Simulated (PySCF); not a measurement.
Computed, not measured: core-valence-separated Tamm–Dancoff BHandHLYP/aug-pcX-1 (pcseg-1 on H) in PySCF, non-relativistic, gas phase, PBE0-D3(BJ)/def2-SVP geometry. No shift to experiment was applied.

Main lines of an unknown, eV (oscillator strength): C K: 284.3 (0.182); O K: 531.8 (0.090). Listed: the first five lines at most of each edge with a tenth or more of its strongest line's intensity; roots within 0.03 eV on the same or equivalent atoms are summed. Only the lowest roots were sought, and the top ones are left out.

Task: Which candidate gives them?
A. `[BH3-]C#[O+]`
B. `CB=O`

Result: A. 

- `[BH3-]C#[O+]`: C K: 284.3 (0.182); O K: 531.8 (0.090). First C line listed at 284.3 eV, hole on the triply bonded carbon (1s→π*); first O line listed at 531.8 eV, hole on the oxygen bonded to C (1s→π*).
- `CB=O`: C K: 286.1 (0.025), 286.8 (0.043), 287.1 (0.027), 288.2 (0.010); O K: 530.8 (0.077). First C line listed at 286.1 eV, hole on the sp3 carbon bound to boron; first O line listed at 530.8 eV, hole on the oxygen bonded to B.

One conformer each; other structures than these candidates weren't tested.
